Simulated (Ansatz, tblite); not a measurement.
Cost and result up the ladder for B(H2O)H3 (BOH5) (7 atoms). The state is a singlet with charge 0. Geometry: r2SCAN-D4/def2-TZVP.

```xyz
7

B     0.309    0.482   -0.441
O    -0.514   -0.386    0.782
H     0.113   -1.011    1.170
H    -1.202   -0.913    0.355
H    -0.569    1.179   -0.876
H     0.697   -0.391   -1.183
H     1.165    1.040    0.193
```

Ansatz on 4 threads of Arm Neoverse V1 on a shared host; xTB runs through tblite on one thread. Times are rough, summed over both states, and most runs start from the orbitals of an earlier one. CCSD(T)/def2-TZVPP serves as the yardstick here, not as an exact answer. The other state is a doublet.

The xTB rows come from tblite. Correlated methods freeze 2 core orbitals.

Correlated methods converge slowly with the basis.

Raw xTB energies of ions are shifted by several eV.

```tsv
level	functions	wall time
GFN2-xTB	13	0.004 s
GFN1-xTB	18	0.019 s
PBE-D4/def2-TZVP	92	1.1 s
PBE0-D4/def2-TZVP (with forces)	92	1.7 s
r2SCAN-D4/def2-TZVP	92	2.3 s
CCSD(T)/def2-TZVPP	132	18 s
```

Task: Estimate what each level gives for the vertical IE (eV).

Result: 
```
                          level  vertical IE (eV)  difference from CCSD(T)/def2-TZVPP (eV)
                       GFN2-xTB             14.02                                     2.78
                       GFN1-xTB             15.19                                     3.94
               PBE-D4/def2-TZVP             10.70                                    -0.54
PBE0-D4/def2-TZVP (with forces)             10.94                                    -0.30
            r2SCAN-D4/def2-TZVP             10.80                                    -0.45
             CCSD(T)/def2-TZVPP             11.25                                     0.00
```
